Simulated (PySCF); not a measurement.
# SF−: bond curves at several levels of theory

The task here is to estimate one member of a computed series from the others.

Program: PySCF 2.14.0. Level of theory: S def2-SVPD, F def2-SVPD, no relativity. These are calculated values, not measurements.

Set-up of the first run:

A driver script around PySCF takes these settings:

| Property | Result |
| --- | --- |
| atoms | S, F |
| charge | -1 |
| basis | S def2-SVPD, F def2-SVPD |
| Hamiltonian | no relativity |
| basis functions | 50 |
| electrons treated | 26 |
| masses in u | 31.9721, 18.9984 |
| levels | PBE0, PBE, r²SCAN, BP86, LDA, TPSS, LC-ωPBE, HF, MP2, SCS-MP2, CCSD, CCSD(T) |
| grid | 80 radial by 434 angular points |
| occupations | held fixed by the projection of orbital angular momentum |
| dissociation limit | S + F−, each in its ground configuration |
| starting distance in angstrom | 1.700 |
| values of 2S to try | 0, 2 |

On the command line:

```sh
$ OMP_NUM_THREADS=1 python dia.py task.json out
```

Steps of the session up to this table: The job; First curve: PBE0; Excited determinants; PBE; r²SCAN (meta-GGA); BP86 (GGA); LDA (local density); TPSS (meta-GGA); LC-ωPBE (range-separated hybrid); RHF (mean field); Correlated methods on the Hartree–Fock reference.

One of the session's tables, all rows but one given; the rest of the session is left out.

Energy (eV) from each level's lowest point:

| R (Å) | RHF | RHF-MP2 | RHF-SCS-MP2 | RHF-CCSD | RHF-CCSD(T) |
| --- | --- | --- | --- | --- | --- |
| 1.499 | 0.770 | 1.019 | 1.036 | n/a | n/a |
| 1.569 | 0.310 | 0.482 | 0.495 | 0.481 | 0.516 |
| 1.638 | 0.074 | 0.173 | 0.181 | 0.172 | 0.197 |
| 1.691 | 0.003 | 0.051 | 0.056 | 0.051 | 0.067 |
| 1.743 | 0.000 | 0.000 | 0.001 | 0.000 | 0.007 |
| 1.795 | 0.047 | 0.003 | 0.000 | 0.003 | 0.000 |
| 1.865 | ? | ? | ? | ? | ? |
| 1.952 | 0.368 | 0.225 | 0.208 | 0.217 | 0.183 |
| 2.057 | 0.654 | 0.470 | 0.444 | 0.452 | 0.398 |
| 2.196 | 1.051 | 0.847 | 0.810 | n/a | n/a |

**Question.** Estimate the row for R (Å) = 1.865.

Worked estimate for «RHF». A straight line through the neighbours (1.795, 0.047) and (1.952, 0.368) gives 0.047 + (0.368 − 0.047) × (1.865 − 1.795) / (1.952 − 1.795) = 0.190; a parabola fitted to 4 rows on both sides gives 0.173.

As computed: RHF: 0.165; RHF-MP2: 0.071; RHF-SCS-MP2: 0.062; RHF-CCSD: 0.068; RHF-CCSD(T): 0.052. In «RHF» the line misses by +0.025 and the parabola by +0.008.

State 2 has its PBE0 minimum 1.17 eV higher. The other levels ran on the lowest alone.
